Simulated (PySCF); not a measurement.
Complex of hydrogen fluoride and thioformaldehyde

The system is a cluster of hydrogen fluoride and thioformaldehyde, neutral, singlet.

| part | name | SMILES | atoms | charge | multiplicity |
| --- | --- | --- | --- | --- | --- |
| 1 | hydrogen fluoride | F | 1–2 | 0 | 1 |
| 2 | thioformaldehyde | C=S | 3–6 | 0 | 1 |

```xyz
6

F     0.200    0.112   -0.393
H    -0.715   -0.098   -0.290
C    -2.803    1.206   -1.360
S    -2.854   -0.090   -0.419
H    -1.862    1.672   -1.647
H    -3.712    1.664   -1.746
```
Atoms count from 1 in this order.

In these coordinates H2···S4 is 2.143 Å. Part 2 is then moved rigidly along that line, all else held; at short range other atoms may come into contact.

The starting structure comes from a short search with a few starts; no frequency run checks that it is a minimum, and another way of binding may lie lower.

Computed with PySCF 2.14.0: CCSD(T)/aug-cc-pVDZ and MP2/aug-cc-pVTZ, aug-cc-pVQZ counterpoise interaction energy, frozen core, gas phase. Geometry: PBE0-D3(BJ)/def2-TZVPD.

Counterpoise energies in eV, cluster less the parts frozen as they stand in it; small is aug-cc-pVDZ, large aug-cc-pVQZ. Estimated limit: HF in aug-cc-pVQZ, MP2 correlation extrapolated as X⁻³ from aug-cc-pVTZ and aug-cc-pVQZ, and CCSD(T) less MP2 in aug-cc-pVDZ; it isn't the exact limit.

Results

```tsv
H2···S4 (Å)	HF large	MP2 large	SCS-MP2 large	CCSD(T) small	CCSD(T) limit est.
1.929	-0.063	-0.216	-0.165	-0.134	-0.216
2.036	-0.143	-0.267	-0.224	-0.200	-0.268
2.143	-0.186	-0.287	-0.251	-0.233	-0.289
2.250	-0.206	-0.287	-0.257	-0.244	-0.290
2.357	-0.211	-0.276	-0.251	-0.241	-0.279
2.679	-0.183	-0.215	-0.200	-0.200	-0.218
3.214	-0.113	-0.121	-0.115	-0.119	-0.122
4.286	-0.041	-0.039	-0.038	-0.039	-0.039
```

The 8 runs took 18 min in all, one thread each of Arm Neoverse N1 on a shared host, launched as `OMP_NUM_THREADS=1 python cluster_run.py task.json out`.
